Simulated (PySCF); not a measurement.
Species: CH5OSi (doublet state).
Bonds: C1–O2, O2–Si3. Hydrogens: H4, H5 on C1; H6, H7, H8 on Si3.

Identity: `[CH2]O[SiH3]` [radical].

Method used: UKS B3LYP, pcH-1 on C H O Si, non-relativistic, mean-field spin-orbit, GIAO in PySCF 2.14.0. Isolated species at its GFN2-xTB geometry (one conformer only). Couplings are sensitive to structure, and on GFN2-xTB geometries they can be far from those on DFT ones. Stability of the SCF solution: not tested.

Computed for the main isotopes (class means, splittings of 0.05 mT or more): g = 2.0032; H4 1H -65.7 MHz (2.34 mT); H5 1H -64.6 MHz (2.31 mT); H6/H7/H8 1H +6.0 MHz (0.21 mT); 16 first-order lines, 5.29 mT wide.

(1) What changes when 1H at H4 is replaced by 2H?

(2) Give position and intensity of the satellites from 13C at C1.

(3) Give position and intensity of the satellites from 17O at O2.

## Answers

(1) Only the nuclear moment changes in this model. The ratio of g factors is 0.85744/5.58569 = 0.1535, so a goes from -65.7 to -10.1 MHz (0.360 mT). The spin goes from 1/2 to 1, so the 1:1 doublet becomes a 1:1:1 triplet. The spectrum then has 24 first-order lines over 3.66 mT.

Lines, offset from centre (mT) (relative intensity): -1.83 (1), -1.62 (3), -1.47 (1), -1.41 (3), -1.26 (3), -1.19 (1), -1.11 (1), -1.05 (3), -0.90 (3), -0.83 (1), -0.69 (3), -0.47 (1), +0.47 (1), +0.69 (3), +0.83 (1), +0.90 (3), +1.05 (3), +1.11 (1), +1.19 (1), +1.26 (3), +1.41 (3), +1.47 (1), +1.62 (3), +1.83 (1)

(2) a = +84.2 MHz, or 3.00 mT in magnitude, and I = 1/2, so to first order each main line has two satellites, at ±1.50 mT. The isotope's abundance is about 1.07 %, shared among 2 lines, so each has 0.54 % of the main line's intensity.

(3) a = -12.7 MHz, or 0.45 mT in magnitude, and I = 5/2, so to first order each main line has six satellites, at ±0.23, ±0.68, ±1.13 mT. The isotope's abundance is about 0.038 %, shared among 6 lines, so each has 0.0063 % of the main line's intensity.

Means are taken over nuclei equivalent by connectivity, which assumes that they swap fast. H4 and H5 aren't averaged: C1 is flat or nearly so (angle sum 360°), and its turn about the short C1–O2 bond (1.33 Å) is taken as slow. The three 1H nuclei of mean +6.0 MHz run from -3.5 to 10.7 MHz in the frozen geometry.
